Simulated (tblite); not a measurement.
# C2H3FO2 (SMILES O=COCF): GFN1-xTB

Aim: a geometry optimisation of C2H3FO2. Input form: a Python script.

The calculation is run with tblite 0.8.0.

15 further runs of the same task are left out: 15 set aside as unsound or not needed.

## (1) Starting point

The species is C2H3FO2 (8 atoms), meant as a singlet with charge 0. SMILES: `O=COCF`. The coordinates come from a PBE0-D4/def2-TZVP relaxation. This is one conformer, not always the lowest. The run starts from this shape.

Bond lengths: O1–C2 1.196 Å, C2–O3 1.334 Å, O3–C4 1.414 Å, C4–F5 1.349 Å, C2–H6 1.098 Å, C4–H7 1.092 Å, C4–H8 1.092 Å. Angles: O1–C2–O3 125.2°, C2–O3–C4 115.0°, O3–C4–F5 105.8°, O1–C2–H6 125.4°, O3–C2–H6 109.4°, O3–C4–H7 110.1°, O3–C4–H8 110.1°, F5–C4–H7 109.7°, F5–C4–H8 109.7°, H7–C4–H8 111.4°.

## (2) A geometry optimisation at GFN1-xTB

geom.xyz reads:

```xyz
8
start geometry
O      0.561400    -0.695600     1.563400
C      0.375700     0.425200     1.190700
O     -0.041500     0.770500    -0.028000
C     -0.266100    -0.310100    -0.912300
F     -0.658800     0.244800    -2.077600
H      0.521600     1.329700     1.796700
H      0.659900    -0.869100    -1.063800
H     -1.060000    -0.952500    -0.524700
```

run.py reads:

```python
import json
import numpy as np
from tblite.interface import Calculator
from tblite.interface import symbols_to_numbers
from scipy.optimize import minimize

symbols = list(map(str, np.loadtxt("geom.xyz", skiprows=2, usecols=0, dtype=str, ndmin=1)))
numbers = np.array(symbols_to_numbers(symbols))
positions = np.loadtxt("geom.xyz", skiprows=2, usecols=(1, 2, 3), ndmin=2) / 0.52917721

calc = Calculator("GFN1-xTB", numbers, positions, charge=0, uhf=0)
calc.set("verbosity", 0)
calc.set("accuracy", 0.01)
last, frames, energies, grads = [None], [], [], []

def fun(x):
    calc.update(x.reshape(-1, 3))
    last[0] = calc.singlepoint(last[0])
    return float(last[0].get('energy')), last[0].get('gradient').ravel()

def show(x):
    e, g = fun(x)
    frames.append(x.reshape(-1, 3).tolist())
    energies.append(e)
    grads.append(g.reshape(-1, 3).tolist())
    print(f"{len(energies) - 1:4d} {e:16.9f} {np.abs(g).max():12.3e} {np.linalg.norm(g):12.3e}")

print("step      energy/Eh       max grad     grad norm")
show(positions.ravel())
opt = minimize(fun, positions.ravel(), jac=True, method="BFGS", callback=show, options={"gtol": 3e-05, "maxiter": 500})
print("converged:", opt.success, "-", opt.message)
fun(opt.x)
wfn = last[0]
final = opt.x.reshape(-1, 3)
print("final geometry (angstrom)")
for s, p in zip(symbols, final * 0.529177210903):
    print(f"{s:<2} {p[0]:12.6f} {p[1]:12.6f} {p[2]:12.6f}")
print(f"total energy: {wfn.get('energy') * 627.5095:.8f} kcal/mol")
eps = np.atleast_2d(wfn.get("orbital-energies")) * 27.211386
occ = np.atleast_2d(wfn.get("orbital-occupations"))
filled = occ.sum(axis=0) if eps.shape[0] == 1 else occ[0]
homo = np.nonzero(filled > 0.5)[0].max()
print("  MO   occupation   energy/eV")
for i in range(max(0, homo - 4), min(eps.shape[1], homo + 5)):
    print(f"{i + 1:4d} {filled[i]:10.4f} {eps[0, i]:12.4f}")
mu = wfn.get("dipole") * 2.541746
print(f"|mu|: {np.linalg.norm(mu):.4f} D, components " + " ".join(f"{c:.4f}" for c in mu))
q = wfn.get("charges")
print("Charges:", " ".join(f"{s}{i + 1}={c:+.4f}" for i, (s, c) in enumerate(zip(symbols, q))))
out = {k: np.asarray(wfn.get(k)).tolist() for k in ("energy", "gradient", "charges", "dipole", "orbital-energies", "orbital-occupations")}
out.update(symbols=symbols, positions=(positions * 0.529177210903).tolist(), final=final.tolist(), frames=frames, step_energies=energies, grads=grads, success=bool(opt.success))
json.dump(out, open("results.json", "w"))
```

Started as:

```
$ python run.py
```

What values should one expect? Wanted: total energy at the end; dipole moment; HOMO energy; LUMO energy; HOMO–LUMO gap.

**Answer.** As computed:

Level: GFN1-xTB.

| quantity | value |
| --- | --- |
| total energy at the end | -20.38448 Eh |
| dipole moment | 0.76 D |
| HOMO energy | -13.48 eV |
| LUMO energy | -7.77 eV |
| HOMO–LUMO gap | 5.71 eV |

**Reading.** At the final geometry: Bond lengths: O1–C2 1.196 Å, C2–O3 1.328 Å, O3–C4 1.418 Å, C4–F5 1.343 Å, C2–H6 1.104 Å, C4–H7 1.099 Å, C4–H8 1.099 Å. Angles: O1–C2–O3 124.3°, C2–O3–C4 116.1°, O3–C4–F5 107.3°, O1–C2–H6 125.7°, O3–C2–H6 110.0°, O3–C4–H7 110.4°, O3–C4–H8 110.4°, F5–C4–H7 108.6°, F5–C4–H8 108.6°, H7–C4–H8 111.5°. The optimisation took 24 steps and changed the energy by -0.011 eV.
